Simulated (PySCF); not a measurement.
Species: cyanoformaldehyde, C2HNO.
SMILES: `C(=O)C#N`

Theory: PySCF, B3LYP/def2-TZVP geometry optimisation, gas phase.

Take the most abundant isotopes and a rigid rotor. 

**Question.** Give the principal moments of inertia and the rotational constants in GHz.

**Answer.** Ia = 7.44, Ib = 100.39, Ic = 107.82 u·Å²; 505379 MHz·u·Å²/I gives 67960, 5034 and 4687 MHz, that is A = 67.960, B = 5.0344, C = 4.6872 GHz.

**Question.** What kind of rotor is it?

**Answer.** A near-prolate asymmetric top. Ray's parameter κ = (2B − A − C)/(A − C) = -0.989; −1 is the prolate and +1 the oblate limit.

**Question.** Is it planar, by Δ = Ic − Ia − Ib?

**Answer.** Planar: Δ = Ic − Ia − Ib = 0.00 u·Å². For a rigid frame Δ = −2 Σ m c², so it vanishes when all atoms lie in the ab plane; here none is more than 0.01 Å from it.

**Question.** Give the coordinates in the principal-axis frame, origin at the centre of mass.

**Answer.** The sense of each axis is arbitrary; atoms in the order of the calculation.
```json
{"atom": "N1", "mass (u)": "14.003", "a (Å)": "1.845", "b (Å)": "-0.172", "c (Å)": "0.000"}
{"atom": "C2", "mass (u)": "12.000", "a (Å)": "0.723", "b (Å)": "0.084", "c (Å)": "0.000"}
{"atom": "C3", "mass (u)": "12.000", "a (Å)": "-0.698", "b (Å)": "0.459", "c (Å)": "0.000"}
{"atom": "O4", "mass (u)": "15.995", "a (Å)": "-1.578", "b (Å)": "-0.354", "c (Å)": "0.000"}
{"atom": "H5", "mass (u)": "1.008", "a (Å)": "-0.877", "b (Å)": "1.546", "c (Å)": "0.000"}
```

**Question.** Where do the levels up to J = 2 lie, in MHz?

**Answer.** Above 0(0,0):
J = 1: 1(0,1) 9722, 1(1,1) 72647, 1(1,0) 72994
J = 2: 2(0,2) 29163, 2(1,2) 91743, 2(1,1) 92785, 2(2,1) 281561, 2(2,0) 281563
Those of J = 1 are B + C, A + C and A + B.

**Question.** Which lines would a microwave search look for?

**Answer.** The dipole components are |μa| = 1.10 D, |μb| = 2.18 D, |μc| = 0.00 D; the mirror of this Cs structure is the ab plane, so μc vanishes by symmetry and there are no c-type lines. Intensities carry the squares of the components, which stand as 0.26 : 1.00 (a : b). Some lines, for components of 0.1 D or more:

| type | branch | J(Ka,Kc) | MHz | lower level (cm⁻¹) |
| --- | --- | --- | --- | --- |
| a | Q | 1(1,0) ← 1(1,1) | 347 | 2.423 |
| a | Q | 3(1,2) ← 3(1,3) | 2083 | 4.016 |
| a | Q | 4(1,3) ← 4(1,4) | 3472 | 5.289 |
| a | R | 2(1,1) ← 1(1,0) | 19790 | 2.435 |
| a | R | 3(1,3) ← 2(1,2) | 28643 | 3.060 |
| a | R | 3(0,3) ← 2(0,2) | 29159 | 0.973 |
| a | R | 3(2,2) ← 2(2,1) | 29165 | 9.392 |
| a | R | 3(2,1) ← 2(2,0) | 29170 | 9.392 |
| a | R | 4(1,4) ← 3(1,3) | 38189 | 4.016 |
| a | R | 4(3,1) ← 3(3,0) | 38889 | 20.889 |
| a | R | 4(2,2) ← 3(2,1) | 38899 | 10.365 |
| a | R | 4(1,3) ← 3(1,2) | 39578 | 4.085 |
| b | Q | 3(1,2) ← 3(0,3) | 64147 | 1.945 |
| b | Q | 4(1,3) ← 4(0,4) | 64853 | 3.242 |
| b | R | 3(1,3) ← 2(0,2) | 91223 | 0.973 |
| b | R | 4(1,4) ← 3(0,3) | 100253 | 1.945 |
| b | Q | 4(2,2) ← 4(1,3) | 187586 | 5.405 |
| b | Q | 2(2,1) ← 2(1,2) | 189818 | 3.060 |
| b | Q | 3(2,2) ← 3(1,3) | 190340 | 4.016 |
| b | Q | 4(2,3) ← 4(1,4) | 191036 | 5.289 |
| b | R | 2(2,1) ← 1(1,0) | 208567 | 2.435 |
| b | R | 4(2,2) ← 3(1,3) | 229247 | 4.016 |
| b | Q | 3(3,0) ← 3(2,1) | 315489 | 10.365 |
| b | Q | 3(3,1) ← 3(2,2) | 315497 | 10.365 |
| b | R | 3(3,0) ← 2(2,1) | 344661 | 9.392 |
| b | R | 4(3,2) ← 3(2,1) | 354379 | 10.365 |
| b | R | 4(3,1) ← 3(2,2) | 354386 | 10.365 |
| b | Q | 4(4,0) ← 4(3,1) | 441691 | 22.186 |

Stationary, but not proved a minimum. Constants of a rigid frame at the computed geometry: no zero-point averaging, no centrifugal distortion. Quadrupole hyperfine structure (14N) is left out.

On an Arm Neoverse V1 with one thread (shared host), this took 18 s and 0.47 GiB of memory at its peak. This is the geometry optimisation.
